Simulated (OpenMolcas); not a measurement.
# One shape, several levels: BH (SMILES [BH])

Wanted: a comparison of 6 runs (UHF/6-31G**, B2PLYP/6-31G**, PBE/6-31G**, UB3LYP/6-31G**, ACPF/6-31G**, CCSD(T)/6-31G**) of BH. 

The results are computed with OpenMolcas 26.06.

### 1 Starting point

BH has 2 atoms, charge 0, and is taken as a singlet. SMILES: `[BH]`. The B1–H2 distance was set to 1.540 Å, away from the relaxed value.

Bond lengths: B1–H2 1.540 Å.

### 2 The energy at UHF/6-31G(d,p) (spherical functions) (run 1)

test.inp reads:

```
&GATEWAY
BasLib
$CurrDir
BasisSet
B.6-31Gss....
B1 0.000000 0.000000 -0.308100 angstrom
End of Basis
BasisSet
H.6-31Gss....
H2 0.000000 0.000000 1.232400 angstrom
End of Basis
&SEWARD
&SCF
UHF
Thresholds
1e-10 1e-07 1e-07 1e-05
Scramble
0.25
PrOrbitals
1 1
```

The basis set 6-31G** is read from a file made from the Basis Set Exchange's data (not shown).

Command:

```
$ export MOLCAS_MEM=1860
$ pymolcas test.inp > test.log
```

Log:

```text
--- Start Module: gateway ---
[...]
--- Stop Module: gateway /rc=_RC_ALL_IS_WELL_ ---
--- Start Module: seward ---
[...]
      Basis functions           19
--- Stop Module: seward /rc=_RC_ALL_IS_WELL_ ---
--- Start Module: scf ---
[...]
       Convergence after  31 Iterations
[...]
::    Total SCF energy                                -25.0998597164
[...]
      Total spin, S                                     0.2975623546
[...]
      Total electronic charge=    6.000000
      Total            charge=   -0.000000
[...]
      Dipole Moment (debye):
      Origin of the operator (angstrom)=    0.0000    0.0000   -0.1789
                   X=  5.9266E-08               Y= -4.5807E-07               Z=  1.7117E-01           Total=  1.7117E-01
      Quadrupole Moment (debye*angstrom):
[...]
--- Stop Module: scf /rc=_RC_ALL_IS_WELL_ ---
[...]
```

Wall time 2.1 s (1 thread of Arm Neoverse V1, shared host); peak memory 0.37 GiB.

### 3 The energy at B2PLYP/6-31G(d,p) (spherical functions) (run 2)

test.inp reads:

```
&GATEWAY
  BasLib=$CurrDir
  BasisSet
  B.6-31Gss....
  B1 0.000000 0.000000 -0.308100 angstrom
  End of Basis
  BasisSet
  H.6-31Gss....
  H2 0.000000 0.000000 1.232400 angstrom
  End of Basis

&SEWARD
  GridInput
  Grid=UltraFine
  End of Grid

&SCF
  KSDFT=B2PLYP_SCF
  Thresholds=1e-10 1e-07 1e-07 1e-05
  PrOrbitals=1 1

&MBPT2
  Frozen=1
```

The basis set 6-31G** is read from a file made from the Basis Set Exchange's data (not shown).

Command:

```
$ export MOLCAS_MEM=1860
$ pymolcas test.inp > test.log
```

Log:

```text
--- Start Module: gateway ---
[...]
--- Stop Module: gateway /rc=_RC_ALL_IS_WELL_ ---
[...]
      Basis functions           19
[...]
--- Start Module: scf ---
[...]
       Convergence after   8 Iterations
[...]
::    Total KS-DFT energy                             -25.2086307387
[...]
      Total spin, S                                     0.0000000000
[...]
      Total electronic charge=    6.000000
      Total            charge=   -0.000000
[...]
      Dipole Moment (debye):
      Origin of the operator (angstrom)=    0.0000    0.0000   -0.1789
                   X= -7.0644E-16               Y=  2.6697E-17               Z=  4.1927E-01           Total=  4.1927E-01
      Quadrupole Moment (debye*angstrom):
[...]
--- Stop Module: scf /rc=_RC_ALL_IS_WELL_ ---
[...]
--- Start Module: mbpt2 ---
[...]
 ###    WARNING: MP2 implementation intended for RHF references only         ###
 ###############################################################################
MBPT2 WARNING: Reference function according to RunFile:KS-DFT
I'll assume you know what you're doing and continue
WARNING!
Default frozen orbitals as non valence orbitals is overwritten by user input.
Default values:   1
[...]
       Reference weight ( Cref**2 )         =        0.94120
::    Total MBPT2 energy                              -25.2883860540
[...]
      Total MBPT2 calculations                           0.02      0.04
--- Stop Module: mbpt2 /rc=_RC_ALL_IS_WELL_ ---
[...]
```

Run time: 2.6 s. Hardware: 1 thread of Arm Neoverse V1, shared host; peak memory 0.37 GiB.

### 4 The energy at PBE/6-31G(d,p) (spherical functions) (run 3)

test.inp reads:

```
>>> EXPORT MOLCAS_PRINT=2
&GATEWAY
BasLib = $CurrDir
BasisSet
B.6-31Gss....
B1 0.000000 0.000000 -0.308100 angstrom
End of Basis
BasisSet
H.6-31Gss....
H2 0.000000 0.000000 1.232400 angstrom
End of Basis
&SEWARD
GridInput
Grid=UltraFine
End of Grid
&SCF
KSDFT = PBE
Thresholds = 1e-10 1e-07 1e-07 1e-05
PrOrbitals = 1 1
```

The basis set 6-31G** is read from a file made from the Basis Set Exchange's data (not shown).

Command:

```
$ export MOLCAS_MEM=1860
$ pymolcas test.inp > test.log
```

Log:

```text
--- Start Module: gateway ---
[...]
--- Stop Module: gateway /rc=_RC_ALL_IS_WELL_ ---
--- Start Module: seward ---
[...]
      Basis functions           19
--- Stop Module: seward /rc=_RC_ALL_IS_WELL_ ---
--- Start Module: scf ---
[...]
       Convergence after  10 Iterations
[...]
::    Total KS-DFT energy                             -25.2131763665
[...]
      Total spin, S                                     0.0000000000
[...]
      Total electronic charge=    6.000000
      Total            charge=   -0.000000
[...]
      Dipole Moment (debye):
      Origin of the operator (angstrom)=    0.0000    0.0000   -0.1789
                   X=  1.8431E-15               Y=  1.0163E-15               Z=  3.5696E-01           Total=  3.5696E-01
      Quadrupole Moment (debye*angstrom):
[...]
--- Stop Module: scf /rc=_RC_ALL_IS_WELL_ ---
[...]
```

Run time: 2.9 s. Hardware: 1 thread of Arm Neoverse V1, shared host; peak memory 0.37 GiB.

Runs 4 to 5 aren't shown in full; the table further down has their settings and results.

### 5 The energy at CCSD(T)/6-31G(d,p) (spherical functions) (run 6)

test.inp reads:

```
&GATEWAY
  BasLib=$CurrDir
  BasisSet
  B.6-31Gss....
  B1 0.000000 0.000000 -0.308100 angstrom
  End of Basis
  BasisSet
  H.6-31Gss....
  H2 0.000000 0.000000 1.232400 angstrom
  End of Basis

&SEWARD

&SCF
  Thresholds=1e-10 1e-07 1e-07 1e-05
  PrOrbitals=1 1

&RASSCF
  FileOrb=$Project.ScfOrb
  Spin=1
  Nactel=0 0 0
  Inactive=3
  Ras2=0
  OutOrbitals=Canonical
  OrbListing=Nothing

&MOTRA
  JobIph
  Frozen=1

&CCSDT
  CCT
  Triples=2
  Iterations=80
  Accuracy=1e-08
  Extrapolation=5 4
```

The basis set 6-31G** is read from a file made from the Basis Set Exchange's data (not shown).

Command:

```
$ export MOLCAS_MEM=1860
$ pymolcas test.inp > test.log
```

Log:

```text
--- Start Module: gateway ---
[...]
--- Stop Module: gateway /rc=_RC_ALL_IS_WELL_ ---
[...]
      Basis functions           19
[...]
       Convergence after   8 Iterations
[...]
::    Total SCF energy                                -25.0956651468
[...]
      Total spin, S                                     0.0000000000
[...]
      Number of active orbitals                  0
[...]
      Spin quantum number                      0.0
[...]
      Active orbitals                            0
[...]
      Number of CSFs                             1
[...]
      Number of root(s) required                 1
[...]
      Convergence after  4 iterations
[...]
      Natural orbitals and occupation numbers for root  1
      ************************************************************************************************************************
      *                                                    Final results                                                     *
      ************************************************************************************************************************
[...]
::    RASSCF root number  1 Total energy:    -25.09566515
[...]
      Total electronic charge=    6.000000
      Total            charge=   -0.000000
[...]
      Dipole Moment (debye):
      Origin of the operator (angstrom)=    0.0000    0.0000   -0.1789
                   X=  1.3187E-15               Y=  9.7323E-17               Z=  4.6432E-01           Total=  4.6432E-01
      Quadrupole Moment (debye*angstrom):
[...]
--- Start Module: motra ---
[...]
--- Stop Module: motra /rc=_RC_ALL_IS_WELL_ ---
--- Start Module: ccsdt ---
[...]
      Convergence after                    16  Iterations
      Total energy (diff) :     -25.18428348      -0.00000000
[...]
 METHOD                       : CCSD+T(CCSD)+<T3(1)WT1> = CCSD(T)
[...]
       CCSD     =       -25.1842834815829
[...]
```

Run time: 2.1 s. Hardware: 1 thread of Arm Neoverse V1, shared host; peak memory 0.37 GiB.

### 6 The series

```csv
run,level,scramble,frozen core orbitals,energy (Eh),dipole moment (D) of the reference,HOMO energy (eV),LUMO energy (eV),wall time
1,UHF/6-31G** (spherical functions),0.25,–,-25.099860,0.17,-9.76,2.05,2.1 s
2,B2PLYP/6-31G** (spherical functions),–,1,-25.230165,0.42,-7.63,-0.50,2.6 s
3,PBE/6-31G** (spherical functions),–,–,-25.213176,0.36,-5.46,-3.24,2.9 s
4,UB3LYP/6-31G** (spherical functions),0.25,–,-25.269635,0.38,-6.43,-2.30,5.4 s
5,ACPF/6-31G** (spherical functions),–,1,-25.185542,0.46,-9.36,1.95,1.7 s
6,CCSD(T)/6-31G** (spherical functions),–,1,-25.185852,0.46,-9.36,1.95,2.1 s
```

### 7 Summary of results

| quantity | value |
| --- | --- |
| run 6: total energy | -25.18585 Eh |
| run 6: dipole moment (mean-field density) | 0.46 D |
| run 6: HOMO energy (Hartree–Fock orbitals) | -9.36 eV |
| run 6: LUMO energy (Hartree–Fock orbitals) | 1.95 eV |
| run 6: HOMO–LUMO gap (Hartree–Fock orbitals) | 11.31 eV |
| run 6: correlation energy (1 core orbital frozen) | -90.2 mEh |
| run 6: (T) correction | -1.57 mEh |

In words: Below the UHF energy at the same shape and in the same basis (6-31G**): ACPF -85.7 mEh; CCSD(T) -86.0 mEh. Some of these start from another determinant than that one, so these aren't their correlation energies. Over runs 1, 2, 3, 4 the dipole moment (its size) runs from 0.17 D (UHF/6-31G**) to 0.42 D (B2PLYP/6-31G**). A double hybrid's value is that of its SCF part. Over runs 1, 2, 3, 4 the HOMO–LUMO gap runs from 2.22 eV (PBE/6-31G**) to 11.81 eV (UHF/6-31G**). For B2PLYP the log adds the whole second-order term; the table takes 0.27 of it, as the functional is defined. Totals of different functionals can't be ranked against each other. Spin contamination of the reference: run 1 ⟨S²⟩ = 0.39. All runs together took 17 s, the longest 5.4 s.
